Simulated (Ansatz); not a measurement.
`CC(C)(F)F`. The species carries charge 0 and has multiplicity 1.

Z-matrix (Å, degrees):
```
C
C 1 1.504
H 1 1.090 2 110.0
H 1 1.090 2 109.2 3 -119.9
H 1 1.090 2 110.1 3 120.3
C 2 1.504 1 116.0 3 -60.2
F 2 1.370 1 108.7 3 62.6
F 2 1.370 1 108.7 3 177.1
H 6 1.090 2 109.2 1 179.9
H 6 1.090 2 110.0 1 -60.2
H 6 1.090 2 110.1 1 60.1
```

What are the harmonic wavenumbers in cm⁻¹ at PBE0-D4/def2-TZVP (Ansatz, finite differences of forces, unscaled)? (An estimate is asked.)

Computed: 205, 247, 330, 353, 432, 519, 528, 797, 923, 930, 1003, 1004, 1219, 1264, 1284, 1410, 1413, 1465, 1471, 1486, 1489, 3072, 3076, 3158, 3163, 3165, 3165.

Is this a minimum?

Yes, all 27 modes are real.

Give the ideal-gas thermochemistry at 298.15 K and 1 bar (rigid rotor, harmonic oscillator; point group C2v, symmetry number 2).

Zero-point energy 230.7 kJ/mol; H(298) − E = 248.0 kJ/mol; entropy 302.2 J/(mol·K), of which translation 163.5, rotation 100.4, vibration 38.2; G(298) − E = 157.9 kJ/mol.

And at 400, 500, 600, 800 and 1000 K?


```json
{"T (K)": "400", "H − E (kJ/mol)": "258.5", "S (J/mol/K)": "332.2", "G − E (kJ/mol)": "125.6"}
{"T (K)": "500", "H − E (kJ/mol)": "270.8", "S (J/mol/K)": "359.7", "G − E (kJ/mol)": "91.0"}
{"T (K)": "600", "H − E (kJ/mol)": "285.0", "S (J/mol/K)": "385.4", "G − E (kJ/mol)": "53.7"}
{"T (K)": "800", "H − E (kJ/mol)": "317.3", "S (J/mol/K)": "431.8", "G − E (kJ/mol)": "-28.1"}
{"T (K)": "1000", "H − E (kJ/mol)": "353.9", "S (J/mol/K)": "472.6", "G − E (kJ/mol)": "-118.6"}
```
